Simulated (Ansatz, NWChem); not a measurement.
**The same job for Ansatz**

This NWChem 7.3.0 job computes CClF3 (SMILES FC(F)(F)Cl):

mol.xyz:
```
5

F      0.213700     0.019100     1.326100
C     -0.002200    -0.082500     0.026100
F     -1.249600    -0.474600    -0.167100
F      0.811700    -0.999000    -0.468500
Cl     0.276300     1.463300    -0.758000
```

mol.nw:
```
start mol
memory 2200 mb

geometry units angstroms noautosym nocenter noautoz
  load mol.xyz
end

basis spherical bse
  * library def2-SVPD
end

dft
  xc xcamb88 1.00 lyp 0.81 vwn_5 0.19 hfexch 1.00
  cam 0.33 cam_alpha 0.19 cam_beta 0.46
  grid fine
  convergence energy 1e-08
  direct
  iterations 100
  mulliken
end

task dft gradient
```

```bash
$ nwchem mol.nw > mol.out
```

The coordinates come from a PBE0-D4/def2-TZVP relaxation.

It gives a total energy of -797.392249 Eh.

Q: How is this level of theory, on these atoms, set up in Ansatz 0.2.0 as an input file of the program's own, asking for the energy?

A: For example:

job.yaml:
```yaml
crystal:
  periodic: [false, false, false]
  atoms:
    - symbol: F
      position_ang: [0.213700, 0.019100, 1.326100]
    - symbol: C
      position_ang: [-0.002200, -0.082500, 0.026100]
    - symbol: F
      position_ang: [-1.249600, -0.474600, -0.167100]
    - symbol: F
      position_ang: [0.811700, -0.999000, -0.468500]
    - symbol: Cl
      position_ang: [0.276300, 1.463300, -0.758000]
basis:
  gaussian: {orbitals: def2-SVPD}
accuracy: high
hamiltonian: {xc: {name: CAM-B3LYP}}
output: {orbitals: {seedname: orbitals}}
magnetization: {spin_polarized: false}
```

```bash
$ ansatz run job.yaml --threads 1 --pin off --max-ram 3480MiB --events-out events.jsonl --progress --plain --runs-dir runs
```

Its energy is -797.392249 Eh, 0.000 mEh from the first.
